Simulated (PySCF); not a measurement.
Complex of ammonia and chloride

Made of ammonia and chloride. The whole: charge -1, singlet.

Parts: 1 = ammonia (N), atoms 1–4; 2 = chloride ([Cl-]), atoms 5, charge -1.

Z-matrix (Å and degrees, atoms numbered from 1):
```
N 
H   1 1.0178
H   1 1.0178  2 104.89
H   1 1.0344  2 104.05  3 -108.99
Cl  4 2.3297  3 133.47  1 164.59
```

In these coordinates H4···Cl5 is 2.330 Å. Part 2 is then moved rigidly along that line, all else held; at short range other atoms may come into contact.

The starting structure comes from a short search with a few starts; no frequency run checks that it is a minimum, and another way of binding may lie lower.

Computed with PySCF: CCSD(T)/aug-cc-pVDZ and MP2/aug-cc-pVTZ counterpoise interaction energy, frozen core, gas phase. Geometry: PBE0-D3(BJ)/def2-SVPD.

Counterpoise energies in kcal/mol, cluster less the parts frozen as they stand in it; small is aug-cc-pVDZ, large aug-cc-pVTZ. Estimated limit: HF in aug-cc-pVTZ, MP2 correlation extrapolated as X⁻³ from aug-cc-pVDZ and aug-cc-pVTZ, and CCSD(T) less MP2 in aug-cc-pVDZ; it isn't the exact limit.

How do the values run over the points 2.097, 2.213, 2.330, 2.563, 2.913, 3.495, 4.660?


| H4···Cl5 (Å) | HF large | MP2 large | SCS-MP2 large | CCSD(T) small | CCSD(T) limit est. |
| --- | --- | --- | --- | --- | --- |
| 2.097 | -3.78 | -7.67 | -6.59 | -6.06 | -7.66 |
| 2.213 | -5.32 | -8.51 | -7.62 | -7.23 | -8.53 |
| 2.330 | -6.18 | -8.80 | -8.07 | -7.80 | -8.85 |
| 2.563 | -6.73 | -8.50 | -7.99 | -7.90 | -8.54 |
| 2.913 | -6.24 | -7.21 | -6.91 | -6.94 | -7.24 |
| 3.495 | -4.76 | -5.10 | -4.97 | -4.99 | -5.09 |
| 4.660 | -2.74 | -2.75 | -2.71 | -2.69 | -2.72 |

The 7 runs took 110 s in all, one thread each of Arm Neoverse V2 on a shared host, launched as `OMP_NUM_THREADS=1 python cluster_run.py task.json out`.
